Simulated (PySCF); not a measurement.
Gas-phase reaction: CH3SiCl3 + 2 CH3SiH2 + 2 C4H8 (cis-2-butene) → 3 (CH3)3SiCl + C2H2 (acetylene)

Computed with PySCF (xtb for GFN2) and rigid-rotor harmonic-oscillator thermochemistry at 1 bar. S°(298 K) at PBE0/def2-TZVP differs from the NASA 1993 table for C4H8 (cis-2-butene) (-6 J/mol/K); whether the harmonic model or the table's entry is off was not settled. † marks an energy on the PBE0/def2-TZVP geometry and frequencies; other levels use their own. MP2 freezes the core. Open shells (unrestricted): CH3SiH2 (multiplicity 2); the rest are closed-shell singlets. GFN2 has no spin-polarisation term. B3LYP is the form with VWN-RPA correlation. CH3SiH2: computed as isolated molecules; such fragments, hydroxides, amides, oligomers or adducts are transient or little studied in the gas. MP2 isn't extrapolated to the basis-set limit; its ΔH°(298 K) is -451.5 kJ in def2-SVP and -526.8 kJ in def2-TZVPP. The harmonic model lacks anharmonicity and excited electronic states, which grow with temperature; levels with a mode under 35 cm⁻¹ are left out. Internal rotation in CH3SiCl3, CH3SiH2, C4H8 (cis-2-butene), (CH3)3SiCl is treated as a harmonic vibration of one conformer, which makes the entropy rough.

```tsv
level	ΔE electronic, kJ	ΔH°(298 K), kJ	ΔS°(298 K), J/K	ΔG°(800 K), kJ
B3LYP/def2-TZVP†	-460	-449	-190	-309
GFN2-xTB	-228	-205	-175	-74
HF/def2-TZVP†	-403	-391	-190	-251
M06-2X/def2-TZVP†	-510	-498	-190	-358
MP2/def2-TZVPP†	-538	-527	-190	-387
PBE0/def2-SVP†	-432	-420	-190	-280
PBE0/def2-TZVP	-467	-456	-190	-316
r2SCAN/def2-TZVP†	-484	-472	-190	-332
LDA/def2-TZVP†	-492	-481	-190	-341
ωB97X-V/def2-TZVP†	-517	-505	-190	-365
```
ΔH° is lowest at MP2/def2-TZVPP† and highest at GFN2-xTB. No reference value is set beside these.
